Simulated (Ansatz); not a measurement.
# Tungsten, bcc: convergence with Methfessel-Paxton smearing

Computed with Ansatz, LDA, scalar-relativistic PAW, on the relaxed cell (a = 3.135 Å; spin not included). Errors count from a run at 420 eV on a Γ-centred 23×23×23 mesh with Fermi-Dirac smearing of 0.1 eV, extrapolated to zero width. Fixed here: cutoff 420 eV, mesh 14×14×14. The SCF starts from atomic densities corrected by a trained network.

| width (eV) | E(σ→0) error (meV/atom) | F error (meV/atom) | P (GPa) | SCF iterations |
| --- | --- | --- | --- | --- |
| 0.01 | 12.7 | 12.7 | -0.15 | 5 |
| 0.03 | 12.7 | 12.7 | -0.09 | 5 |
| 0.1 | 12.7 | 12.4 | -0.06 | 5 |
| 0.3 | 10.2 | 9.2 | 0.01 | 5 |
| 0.6 | 7.4 | 7.6 | -0.04 | 5 |
| 1.0 | 3.8 | 14.3 | -0.57 | 5 |

Question: What does the run at 0.2 give (width)?

Answer: E(σ→0) error (meV/atom): 11.7; F error (meV/atom): 10.8; P (GPa): 0.01; SCF iterations: 5.
